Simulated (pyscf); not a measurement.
**Substitution at O: `[F][GeH2]` [doublet] + `[OH2]` → `[OH][GeH2][F]` + `[H]` [doublet]**

Gas phase, doublet surface, charge 0. Bonds broken: O5–H6. Bonds formed: Ge1–O5. Structures and frequencies: ωB97X-D3(BJ)/def2-SVP in PySCF. Correlated levels are frozen-core, on RHF or UHF. ΔMP2 is the change of the MP2 total energy from the triple- to the quadruple-zeta basis.

Transition state (Å):

```xyz
7

Ge    -0.4637     0.3508    -0.4443
F      0.7773    -0.0160    -1.6215
H      0.2112     1.1474     0.6747
H     -1.5629     1.1414    -1.1824
O     -1.0416    -1.2386     0.5159
H     -1.1293    -1.8489     1.6152
H     -1.4276    -1.8867    -0.1060
```

One imaginary mode, 1798i cm⁻¹; descent along it reached the two sides named, in the forms told below.

```tsv
bond	change	reactant side (Å)	saddle	product side
O5–H6	breaks	0.966	1.260	3.2
Ge1–O5	forms	2.6	1.945	1.763
```

Electronic energies relative to the separated reactants (kJ/mol):

```
level                             barrier  reaction energy  reverse barrier
--------------------------------  -------  ---------------  ---------------
ωB97X-D3(BJ)/def2-TZVP              133.1            +41.9             91.1
PBE/def2-TZVP                        94.6            +59.2             35.5
r²SCAN/def2-TZVP                    105.1            +54.5             50.6
B3LYP-D3(BJ)/def2-TZVP              113.1            +63.7             49.4
PBE0-D3(BJ)/def2-TZVP               115.3            +52.7             62.7
M06-2X/def2-TZVP                    128.6            +44.8             83.8
ωB97M-D3(BJ)/def2-TZVP              135.2            +57.6             77.6
HF/def2-TZVP                        197.7            +32.0            165.7
MP2/def2-QZVPP                      137.4            +35.0            102.4
CCSD/def2-TZVPP                     150.4            +53.6             96.9
CCSD(T)/def2-TZVPP                  139.2            +49.8             89.4
CCSD(T)/def2-TZVPP + ΔMP2(QZVPP)    139.1            +51.3             87.8
```

With CCSD(T)/def2-TZVPP + ΔMP2(QZVPP) energies and thermal terms (ideal gas, 1 atm, RRHO with modes under 100 cm⁻¹ raised to 100, one conformer, R ln 2 for chiral ones without a mode under 150 cm⁻¹), in kJ/mol:

```json
[
 {"T (K)": "298", "ΔH‡": "121.9", "ΔG‡": "162.0", "ΔH": "+36.6", "ΔG": "+48.9"},
 {"T (K)": "600", "ΔH‡": "125.2", "ΔG‡": "201.6", "ΔH": "+41.4", "ΔG": "+59.6"},
 {"T (K)": "900", "ΔH‡": "129.8", "ΔG‡": "238.8", "ΔH": "+47.2", "ΔG": "+67.4"},
 {"T (K)": "1200", "ΔH‡": "134.4", "ΔG‡": "274.4", "ΔH": "+53.0", "ΔG": "+73.3"}
]
```

On the reactant side the descent ends in a complex (not fully relaxed), 22.8 kJ/mol under the separated species and 155.9 kJ/mol under the saddle at ωB97X-D3(BJ)/def2-TZVP. The same reactants have a lower exit, to HO–GeH₂• + HF (barrier +58.1 kJ/mol at ωB97M-D3(BJ), against +135.2 kJ/mol here). One saddle was located; it need not be the lowest between these sides. The angle at the attacked O is 148°. The CCSD(T) − MP2 part came from Ansatz, without density fitting, on the same reference. The frozen core leaves the outer d or s,p core shells of the metals and heavy elements correlated in the MP2 and CC values, and def2-TZVPP describes them poorly, which can shift differences by a few kcal/mol. Elements up to Kr have no core potential and no relativistic terms here.
